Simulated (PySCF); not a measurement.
# 1-Pyrroline: geometry, spin-spin couplings

Aim: predict the spin-spin couplings of 1-Pyrroline (`C1=NCCC1`).

The runs use PySCF 2.14.0, with density-fitted response routines of our own; the level of theory stands in each step. All values are computed, except where a source is named. Atoms count from 0, in the outputs and in this text.

## 1. Starting geometry

12 atoms, charge 0, multiplicity 1; geometry from: MMFF94s. The atoms were then displaced at random by about 0.03 Å, so the start is not that level's minimum.

Bonds of the start (Å): C0–N1 1.23, N1–C2 1.45, C2–C3 1.41, C3–C4 1.60, C4–C0 1.47, C0–H5 1.21, C2–H6 1.18, C2–H7 1.14, C3–H8 1.01, C3–H9 1.16, C4–H10 1.12, C4–H11 1.04.

## 2. Optimising the geometry at PBE0-D3(BJ)/def2-SVP

What the job is given:

```
{"job": {"xc": "PBE0", "basis": "def2-SVP", "d3": "d3bj", "grid": 1, "shake": 0.03, "kind": "geom"}, "charge": 0, "multiplicity": 1}
C     -0.727230     1.023280     0.256290
N      0.410690     1.400710     0.550000
C      1.182910     0.244520     0.123250
C      0.374840    -0.905730     0.020690
C     -1.022020    -0.259300    -0.403050
H     -1.644700     1.804340     0.379520
H      2.046730     0.040620     0.895370
H      1.776570     0.484140    -0.823670
H      0.600560    -1.655520    -0.624610
H      0.146440    -1.404200     1.038260
H     -1.924860    -0.733150     0.072140
H     -1.104440    -0.122460    -1.433180
```

Command:

```
$ OMP_NUM_THREADS=1 python probes_run.py task.json out
```

The driver reads the jobs from task.json and runs them one after another.

**Question.** This job is followed by: B3LYP/6-31G* indirect spin-spin coupling, non-relativistic, gas phase. Predict these results of the whole session: point group; rotational constants (main isotopes); largest coupling of the table (B3LYP/6-31G*).

As calculated:

| quantity | value |
| --- | --- |
| point group | C1 |
| rotational constants (main isotopes) | 7.81, 7.45, 4.15 GHz |
| largest coupling of the table (B3LYP/6-31G*) | 1J(C,H) C0–H5, 179.1 Hz |

The start was shaken at random, so part of the energy gained undoes that. The optimisation took 10 steps and gained 1.237 eV; among the close pairs (by a distance rule), C2–C3 changed most, from 1.409 to 1.541 Å. No frequency check was run at this level, so the end point may be a saddle. In the run at B3LYP/6-31G*, the largest coupling of the table is C0–H5, 179.1 Hz, of which the Fermi-contact term gives 178.6 Hz. Couplings across rotatable bonds belong to this one conformer; where others are populated, the observed values are averages. Couplings from bases without tight functions are rough.
